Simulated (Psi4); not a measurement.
Psi4 input (wB97X-D/6-311+G**):

```
memory 1500 MB

molecule {
1 1
C     0.00000000   -0.00000000    0.00000000
H    -0.00996657    1.09156801   -0.02069198
H     0.95018374   -0.53760457   -0.01343118
H    -0.94021717   -0.55396344    0.03412316
symmetry c1
no_reorient
no_com
}

set {
  basis 6-311+G**
  reference rks
  scf_type pk
  dft_radial_points 99
  dft_spherical_points 590
  e_convergence 1e-8
  d_convergence 1e-7
  maxiter 150
}

e = energy('wb97x-d')
print_out(f'\nFINAL {e:.10f} DIPOLE {variable("CURRENT DIPOLE")[0]:.6f} {variable("CURRENT DIPOLE")[1]:.6f} {variable("CURRENT DIPOLE")[2]:.6f}\n')
```

Predict the final energy.

-39.47645 Eh.
